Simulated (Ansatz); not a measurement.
System: fcc Pt. Method: PBEsol (PAW; Ansatz, a first-principles code).

Numerical settings: plane-wave cutoff 520 eV, 20×20×20 k mesh, Fermi–Dirac smearing 0.1 eV, perturbation theory, scalar-relativistic PAW data made under PBE.

Computed at the level's own relaxed cell.

```yaml
crystal:
  lattice:
    - [0.00000, 1.95913, 1.95913]
    - [1.95913, 0.00000, 1.95913]
    - [1.95913, 1.95913, 0.00000]
  atoms:
    - { symbol: Pt, position: [0.00000, 0.00000, 0.00000] }
```

Harmonic phonon frequencies (cm⁻¹; i marks an imaginary mode):

```
q point  frequencies
-------  -----------
X        129 129 193
L          95 95 198
W        113 156 156
```

No imaginary mode appears at these points.
